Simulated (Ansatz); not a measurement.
Input file:

```yaml
crystal:
  periodic: [false, false, false]
  atoms:
    - {symbol: Al, position_ang: [0.000000, -0.223190, 2.288777]}
    - {symbol: C, position_ang: [0.000000, 0.756460, 0.702219]}
    - {symbol: Ga, position_ang: [0.000000, -0.070755, -1.016840]}
    - {symbol: H, position_ang: [0.000000, 1.854907, 0.702710]}
basis:
  gaussian: {orbitals: def2-SVP}
magnetization: {spin_polarized: false, initial_magnetization: 3}
correlation: {method: ccsd, electrons: outside_noble_gas, diis_vectors: 4}
scf: {lower_state_search: full}
```

```sh
$ ansatz run in.yaml --threads 1 --pin off --events-out ev --progress --plain --max-ram 2393MiB
```

Log:

```
676 factors; integrals over basis functions are off by at most 7.5e-4 eV
mean field evaluation 1: about -59945.8208 eV, gradient 2.8e1 eV
mean field evaluation 2: about -59945.8385 eV, gradient 2.8e1 eV
mean field evaluation 4: about -59948.9020 eV, gradient 4.2e0 eV
mean field evaluation 8: about -59949.1974 eV, gradient 6.5e-1 eV
mean field evaluation 16: about -59949.3029 eV, gradient 5.2e-2 eV
mean field evaluation 32: about -59949.2676 eV, gradient 6.4e-1 eV
mean field evaluation 64: about -59949.8962 eV, gradient 6.3e-2 eV
mean field evaluation 96: about -59949.8957 eV, gradient 1.3e-6 eV
mean field evaluation 128: about -59949.1487 eV, gradient 8.0e-4 eV
mean field evaluation 160: about -59949.1728 eV, gradient 2.6e0 eV
...
mean field evaluation 1344: about -59948.5801 eV, gradient 2.8e-2 eV
mean field evaluation 1376: about -59942.6996 eV, gradient 1.9e1 eV
mean field evaluation 1408: about -59949.6228 eV, gradient 1.1e-5 eV
mean field -59950.07217473 eV, -2203.1245168029 hartree, gradient 1.7e-6 eV, S^2 3.750000; 29 other end points of the search recorded, 0 dependent functions left out
mean field evaluation 1440: about -59949.5061 eV, gradient 1.4e-1 eV
mean field evaluation 1472: about -59950.1730 eV, gradient 2.5e-2 eV
mean field evaluation 1504: about -59949.7474 eV, gradient 7.7e-1 eV
mean field evaluation 1536: about -59949.5398 eV, gradient 1.3e0 eV
mean field evaluation 1568: about -59945.2875 eV, gradient 1.5e1 eV
mean field evaluation 1600: about -59950.1601 eV, gradient 8.9e-1 eV
determinant -59950.07217473 eV, -2203.1245168029 hartree, with singles and doubles -59955.93119924 eV, -2203.3398319824 hartree
determinant -59949.89572920 eV, -2203.1180325493 hartree, with singles and doubles -59955.88263183 eV, -2203.3380471629 hartree
determinant -59949.62278611 eV, -2203.1080020759 hartree, with singles and doubles -59955.42758458 eV, -2203.3213244847 hartree
determinant -59949.45094675 eV, -2203.1016870959 hartree, with singles and doubles -59955.37453031 eV, -2203.3193747763 hartree
determinant -59949.30298620 eV, -2203.0962496458 hartree, with singles and doubles -59955.69123071 eV, -2203.3310133016 hartree
determinant -59949.18625035 eV, -2203.0919596825 hartree, with singles and doubles -59955.87432984 eV, -2203.3377420704 hartree
determinant -59949.14867617 eV, -2203.0905788568 hartree, with singles and doubles -59955.64981474 eV, -2203.3294912924 hartree
determinant -59949.13520365 eV, -2203.0900837508 hartree, with singles and doubles -59955.68898303 eV, -2203.3309307009 hartree
determinant -59948.65524527 eV, -2203.0724456057 hartree, with singles and doubles -59955.12933512 eV, -2203.3103640194 hartree
determinant -59948.47591687 eV, -2203.0658554085 hartree, with singles and doubles -59955.22912694 eV, -2203.3140313010 hartree
determinant -59947.99313336 eV, -2203.0481134417 hartree, with singles and doubles -59954.95335193 eV, -2203.3038967563 hartree
determinant -59947.78193278 eV, -2203.0403519636 hartree, with singles and doubles -59954.90061241 eV, -2203.3019586149 hartree
determinant -59947.11904750 eV, -2203.0159913789 hartree, with singles and doubles -59953.79935912 eV, -2203.2614883030 hartree
determinant -59950.07217473 eV, -2203.1245168029 hartree, with singles and doubles -59955.94734676 eV, -2203.3404253928 hartree
determinant -59949.89572920 eV, -2203.1180325493 hartree, with singles and doubles -59955.90416076 eV, -2203.3388383363 hartree
determinant -59949.62278611 eV, -2203.1080020759 hartree, with singles and doubles -59955.43418503 eV, -2203.3215670470 hartree
determinant -59949.30298620 eV, -2203.0962496458 hartree, with singles and doubles -59955.70396918 eV, -2203.3314814316 hartree
determinant -59949.18625035 eV, -2203.0919596825 hartree, with singles and doubles -59955.87515785 eV, -2203.3377724992 hartree
determinant -59949.14867617 eV, -2203.0905788568 hartree, with singles and doubles -59955.67518754 eV, -2203.3304237257 hartree
determinant -59949.13520365 eV, -2203.0900837508 hartree, with singles and doubles -59955.69744261 eV, -2203.3312415846 hartree
20 core orbitals not correlated: weight in the atoms' cores, before any rotation towards them, 0.993 or more for the frozen orbitals, at most 0.007 for the correlated occupied ones
reference -59949.89572920 eV, -2203.1180325493 hartree; 7, 4 occupied and 42, 45 virtual orbitals, 676 factors
second order -4.95818018 eV of doubles, -0.06999108 eV of singles
cycle   1  -6.00843126 eV  change    3.0e-7 eV  update   3.0e-6
Total energy: -59955.90416046 eV, -2203.3388383254 hartree
```

Ran on 1 thread of AMD EPYC 7B13, shared host: 64 s wall, 0.27 GiB peak host memory.
